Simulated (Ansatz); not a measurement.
Geometry optimisation, Ansatz 0.2.0, RKS B3LYP-D4/6-31G*.

Input:

```yaml
crystal:
  periodic: [false, false, false]
  atoms:
    - { symbol: B, position_ang: [0.152817, -0.748819, -0.125587] }
    - { symbol: C, position_ang: [-0.175494, 0.2209, 2.490158] }
    - { symbol: H, position_ang: [-0.908641, 0.41726, 3.279223] }
    - { symbol: H, position_ang: [0.811505, 0.064953, 2.933214] }
    - { symbol: H, position_ang: [-0.143651, 1.073888, 1.808546] }
    - { symbol: H, position_ang: [1.230717, -0.25781, 0.016075] }
    - { symbol: H, position_ang: [-0.779935, -0.075649, -0.433453] }
    - { symbol: P, position_ang: [-0.098171, -2.609435, 0.201078] }
    - { symbol: H, position_ang: [-1.00048, -2.947574, -0.839316] }
    - { symbol: H, position_ang: [1.074039, -3.157817, -0.379077] }
    - { symbol: H, position_ang: [-0.481207, -0.698596, 1.963839] }
basis:
  gaussian: { orbitals: "6-31G*" }
hamiltonian:
  xc: b3lyp
  dispersion: d4
relax:
  f_tol: 0.03
  max_steps: 50
```

Run as:

```bash
$ ansatz run input.yaml --threads 1 --pin off --max-ram 2048MiB --backend cpu --events-out ev --progress --plain --runs-dir out
```

Task: Where does it end, and by what steps?

Result: The run converged. The force dipped under the threshold on the way, but the program's further checks kept it going. After 11 steps the energy has fallen by 0.148 eV; H11 moved furthest, 0.75 Å.

```csv
step,energy less start (eV),largest force component (eV/Å),accepted
0,0.0000,0.379,yes
1,-0.1045,0.278,yes
2,-0.1231,0.562,yes
3,-0.1416,0.213,yes
4,-0.1447,0.099,yes
5,-0.1463,0.012,yes
6,-0.1468,0.029,yes
7,-0.1470,0.113,yes
8,-0.1475,0.033,yes
9,-0.1477,0.020,yes
10,-0.1477,0.031,yes
11,-0.1479,0.020,yes
```

```xyz
11
Properties=species:S:1:pos:R:3
B 0.224 -0.837 -0.455
C -0.238 0.329 2.808
H -0.811 0.876 3.562
H 0.807 0.259 3.123
H -0.295 0.861 1.854
H 1.295 -0.357 -0.245
H -0.695 -0.143 -0.763
P -0.071 -2.650 -0.071
H -0.981 -3.077 -1.067
H 1.099 -3.302 -0.525
H -0.652 -0.677 2.693
```

Run time: 32 s on 1 thread of Arm Neoverse V1 (shared host), peak memory 0.14 GiB.
